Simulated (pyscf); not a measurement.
# Four-centre exchange: HO–Zn–OH + H₂ -> H₂O + HO–ZnH

Gas phase, singlet surface, charge 0. Bonds broken: O1–Zn2, H6–H7. Bonds formed: O1–H6, Zn2–H7. Structures and frequencies: ωB97X-D3(BJ)/def2-SVP in PySCF.

Transition state (Å):

```xyz
7

O     -1.8583    -0.3330     0.7044
Zn    -0.1057    -0.4387    -0.1062
O      1.6142     0.0376    -0.0820
H     -2.3529     0.4917     0.8012
H      2.1477    -0.3571    -0.7798
H     -1.8682    -0.9829    -0.4212
H     -1.3511    -1.4158    -1.1593
```

One imaginary mode, 1231i cm⁻¹; descent along it reached the two sides named, in the forms told below.

```json
[
 {"bond": "O1–Zn2", "change": "breaks", "reactant side (Å)": "1.776", "saddle": "1.934", "product side": "2.194"},
 {"bond": "H6–H7", "change": "breaks", "reactant side (Å)": "0.764", "saddle": "1.000", "product side": "3.7"},
 {"bond": "O1–H6", "change": "forms", "reactant side (Å)": "2.367", "saddle": "1.300", "product side": "0.965"},
 {"bond": "Zn2–H7", "change": "forms", "reactant side (Å)": "3.6", "saddle": "1.901", "product side": "1.537"}
]
```

Electronic energies relative to the separated reactants (kJ/mol):

```tsv
level	barrier	reaction energy	reverse barrier
ωB97X-D3(BJ)/def2-TZVP	97.1	+10.3	86.8
PBE/def2-TZVP	85.3	+8.3	77.0
r²SCAN/def2-TZVP	87.9	+12.7	75.1
B3LYP-D3(BJ)/def2-TZVP	97.3	+9.0	88.3
PBE0-D3(BJ)/def2-TZVP	85.1	+3.3	81.8
M06-2X/def2-TZVP	91.1	+20.1	71.0
ωB97M-D3(BJ)/def2-TZVP	95.4	+2.7	92.7
HF/def2-TZVP	126.0	-2.1	128.1
```

With ωB97M-D3(BJ)/def2-TZVP energies and thermal terms (ideal gas, 1 atm, RRHO with modes under 100 cm⁻¹ raised to 100, one conformer, R ln 2 for chiral ones without a mode under 150 cm⁻¹), in kJ/mol:

```json
[
 {"T (K)": "298", "ΔH‡": "96.4", "ΔG‡": "129.8", "ΔH": "+12.0", "ΔG": "+5.2"},
 {"T (K)": "600", "ΔH‡": "92.9", "ΔG‡": "165.2", "ΔH": "+7.5", "ΔG": "+0.1"},
 {"T (K)": "900", "ΔH‡": "92.2", "ΔG‡": "201.6", "ΔH": "+3.9", "ΔG": "-2.8"},
 {"T (K)": "1200", "ΔH‡": "93.1", "ΔG‡": "238.0", "ΔH": "+1.1", "ΔG": "-4.6"}
]
```

On the product side the descent ends in an adduct with a O–Zn contact (not fully relaxed), 57.0 kJ/mol under the separated species and 143.7 kJ/mol under the saddle at ωB97X-D3(BJ)/def2-TZVP. What is counted as broken (O–Zn) persists as a longer contact in the product adduct; parting that adduct is a step of its own. At the saddle there is also a short H–Zn contact that neither side keeps. One saddle was located; it need not be the lowest between these sides. Elements up to Kr have no core potential and no relativistic terms here.
